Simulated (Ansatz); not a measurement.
**Ir, fcc: how the functional moves the structure**

All rows: Ansatz, plane waves with scalar-relativistic PAW, 420 eV (500 eV for the SCAN forms), relaxed under each functional, no dispersion correction, no zero-point motion. B₀ comes from uniform scaling at fixed shape; a dash is a value not given.

The measured cell (COD entry 9008470) has a = 3.839 Å, 14.15 Å³/atom.

```json
{"functional": "PBE", "V (Å³/atom)": "14.51", "cell": "a = 3.871 Å", "B₀ (GPa)": "348", "magnetic state": "non-magnetic"}
{"functional": "r²SCAN", "V (Å³/atom)": "14.21", "cell": "a = 3.845 Å", "B₀ (GPa)": "377", "magnetic state": "non-magnetic"}
{"functional": "PBEsol", "V (Å³/atom)": "14.06", "cell": "a = 3.831 Å", "B₀ (GPa)": "387", "magnetic state": "non-magnetic"}
{"functional": "LDA", "V (Å³/atom)": "13.84", "cell": "a = 3.812 Å", "B₀ (GPa)": "405", "magnetic state": "non-magnetic"}
{"functional": "revPBE", "V (Å³/atom)": "14.63", "cell": "a = 3.883 Å", "B₀ (GPa)": "336", "magnetic state": "non-magnetic"}
{"functional": "RPBE", "V (Å³/atom)": "14.68", "cell": "a = 3.887 Å", "B₀ (GPa)": "332", "magnetic state": "non-magnetic"}
{"functional": "BLYP", "V (Å³/atom)": "15.26", "cell": "a = 3.938 Å", "B₀ (GPa)": "293", "magnetic state": "spin not included"}
```

LDA gives the smallest volume and BLYP the largest.
